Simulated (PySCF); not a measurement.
## Working out the ionisation energy of Ne

Ne [Ne] (1S) → Ne⁺ [He] 2s2 2p5 (2P). Calculation: PySCF 2.14, in cc-pVDZ (3s2p1d, 14 functions); no relativity, point nucleus. Frozen: 1s2. Energies in hartree (1 hartree = 27.21139 eV):

```csv
part,Ne (lower),Ne⁺ (upper)
UHF,-128.488776,-127.765983
CCSD correlation,-0.189017,-0.144137
(T),-0.001044,-0.001020
```

Question: What does Hartree-Fock give?

Answer: (-127.765983) − (-128.488776) = 0.722793 hartree = 19.668 eV.

Question: What do CCSD and CCSD(T) give?

Answer: The CCSD correlation energies differ by 0.044880 hartree = 1.221 eV and the triples by 0.000024 hartree = 0.001 eV, so CCSD gives 20.889 eV and CCSD(T) 20.890 eV.

Measured between the centres of the two terms (NIST): 21.597 eV, so CCSD(T) (valence) is off by -0.707 eV.

A double-zeta basis recovers only part of the correlation energy.

What remains against the reference includes basis incompleteness, the frozen core and higher excitations.
